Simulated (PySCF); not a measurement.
## Phosphorus: a sound run and one with changed settings

Sound run: P [Ne] 3s2 3p3, P⁺ [Ne] 3s2 3p2. Calculation: PySCF 2.14, in 6-31G* (4s3p1d, 18 functions); no relativity, point nucleus. The sound run starts from symmetry-adapted Hartree-Fock orbitals and uses a fine grid where one is needed.

Changed run: radial step 0.5 in ln r (0.13 in the sound run). This setting is unsound on purpose.

```tsv
species	method	sound run (hartree)	changed run (hartree)	converged
P	UHF	-340.68901	-340.68901	yes
P	MN15	-341.09777	-341.16337	yes
P	BP86	-341.26700	-341.27235	yes
P⁺	UHF	-340.32368	-340.32368	yes
P⁺	MN15	-340.71418	-340.77522	yes
P⁺	BP86	-340.88020	-340.88485	yes
```

Ionisation energy of P:

```
method  sound run (eV)  changed run (eV)
   UHF           9.941             9.941
  MN15          10.438            10.562
  BP86          10.525            10.544
```

A coarse radial grid mis-integrates the density and the exchange-correlation energy, with errors of either sign; Hartree-Fock needs no grid.

For comparison, NIST gives 10.487 eV between the lowest levels.
